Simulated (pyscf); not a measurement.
**Four-centre exchange: `[O]=[SiH][OH]` + `[ClH]` → `[O]=[SiH][Cl]` + `[OH2]`**

Gas phase, singlet surface, charge 0. Bonds broken: Si2–O3, Cl6–H7. Bonds formed: Si2–Cl6, O3–H7. Structures and frequencies: ωB97X-D3(BJ)/def2-SVP in PySCF. Correlated levels are frozen-core, on RHF or UHF. ΔMP2 is the change of the MP2 total energy from the triple- to the quadruple-zeta basis.

Transition state (Å):

```xyz
7

O      1.6513     0.2991    -0.3362
Si     0.1383     0.4396    -0.2080
O     -0.8648    -0.8931    -0.7520
H     -0.7159     1.6337    -0.2942
H     -0.3506    -1.5912    -1.1880
Cl    -0.8274    -0.4351     1.8485
H     -1.1219    -1.0773     0.5778
```

One imaginary mode, 807i cm⁻¹; descent along it reached the two sides named, in the forms told below.

| bond | change | reactant side (Å) | saddle | product side |
|---|---|---|---|---|
| Si2–O3 | breaks | 1.655 | 1.755 | 1.975 |
| Cl6–H7 | breaks | 1.289 | 1.454 | 2.7 |
| Si2–Cl6 | forms | 2.9 | 2.435 | 2.080 |
| O3–H7 | forms | 2.389 | 1.367 | 0.972 |

Electronic energies relative to the separated reactants (eV):

```
level                             barrier  reaction energy  reverse barrier
--------------------------------  -------  ---------------  ---------------
ωB97X-D3(BJ)/def2-TZVP               0.18            +0.22            -0.05
PBE/def2-TZVP                        0.05            +0.23            -0.18
r²SCAN/def2-TZVP                     0.08            +0.28            -0.20
B3LYP-D3(BJ)/def2-TZVP               0.23            +0.29            -0.06
PBE0-D3(BJ)/def2-TZVP                0.08            +0.24            -0.16
M06-2X/def2-TZVP                     0.20            +0.34            -0.14
ωB97M-D3(BJ)/def2-TZVP               0.25            +0.31            -0.06
HF/def2-TZVP                         0.88            +0.40             0.48
MP2/def2-QZVPP                       0.24            +0.24             0.00
CCSD/def2-TZVPP                      0.45            +0.32             0.13
CCSD(T)/def2-TZVPP                   0.35            +0.29             0.06
CCSD(T)/def2-TZVPP + ΔMP2(QZVPP)     0.33            +0.26             0.06
```

With CCSD(T)/def2-TZVPP + ΔMP2(QZVPP) energies and thermal terms (ideal gas, 1 atm, RRHO with modes under 100 cm⁻¹ raised to 100, one conformer, R ln 2 for chiral ones without a mode under 150 cm⁻¹), in eV:

| T (K) | ΔH‡ | ΔG‡ | ΔH | ΔG |
|---|---|---|---|---|
| 298 | 0.30 | 0.74 | +0.32 | +0.29 |
| 600 | 0.29 | 1.18 | +0.31 | +0.26 |
| 900 | 0.31 | 1.63 | +0.29 | +0.24 |
| 1200 | 0.33 | 2.06 | +0.27 | +0.22 |

On the reactant side the descent ends in a complex, 0.22 eV under the separated species and 0.39 eV under the saddle at ωB97X-D3(BJ)/def2-TZVP. On the product side the descent ends in an adduct with a O–Si contact, 1.05 eV under the separated species and 1.00 eV under the saddle at ωB97X-D3(BJ)/def2-TZVP. At ωB97X-D3(BJ), PBE, r²SCAN, B3LYP-D3(BJ), PBE0-D3(BJ), M06-2X, ωB97M-D3(BJ) the saddle lies under the separated products, which points to a path from their complex (located at ωB97X-D3(BJ) alone), and parting the products costs more than the saddle. What is counted as broken (O–Si) persists as a longer contact in the product adduct; parting that adduct is a step of its own. O=SiH–OH lies 0.43 eV over its isomer HO–Si:–OH [singlet] (electronic energy, ωB97M-D3(BJ)). O=SiH–Cl lies 0.67 eV over its isomer HO–Si:–Cl [singlet] (electronic energy, ωB97M-D3(BJ)). This is the saddle that the search found; another between the same sides may lie lower. The CCSD(T) − MP2 part came from Ansatz, without density fitting, on the same reference.
